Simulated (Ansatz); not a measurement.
Results of LDA in Ansatz (plane waves, PAW) for hcp Os.

Numerical settings: plane-wave cutoff 520 eV, 24×24×14 k mesh (along the axes of the cell as run), Fermi–Dirac smearing 0.05 eV, no spin polarisation, scalar-relativistic PAW data made under PBE.

Computed at the level's own relaxed cell.

### Question
Estimate the pressure derivative B′ of the bulk modulus, equilibrium volume per atom and bulk modulus that the calculation returns.

### Answer

pressure derivative B′ of the bulk modulus: 4.7
equilibrium volume per atom: 13.70 Å³/atom
bulk modulus: 448 GPa

The run finds no gap.

Measured, for comparison: bulk modulus 425 GPa (zero-point energy and finite temperature contributions removed; as tabulated in doi:10.1021/acs.jctc.3c00612). Computed (rounded) less measured: bulk modulus +5 %.

Note: the bulk modulus comes from volumes at which shape and atoms were relaxed.

Spin–orbit coupling is not included.

Computed values are for the static lattice.

Computing time: very roughly 6 core-minutes.

Ansatz is a quantum-chemistry and plane-wave program.
